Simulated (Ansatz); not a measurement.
A calculation with Ansatz (development build ahead of 0.2.0).

```yaml
crystal:
  periodic: [false, false, false]
  atoms:
    - { symbol: Li, position_ang: [0.0, 0.0, 0.0] }
    - { symbol: Al, position_ang: [1.64076, 2.18768, 4.73647] }
basis:
  gaussian: { orbitals: "6-31G" }
hamiltonian:
  xc: hf
correlation:
  method: fci
  frozen_orbitals: { Al: 5, Li: 0 }
```

The input is written out in the form of the current development build from the run's settings.

The run gave:

| Item | Value |
| --- | --- |
| Converged | yes |
| Total energy | -249.31799 hartree |
| State | lowest singlet root, of any spatial symmetry |
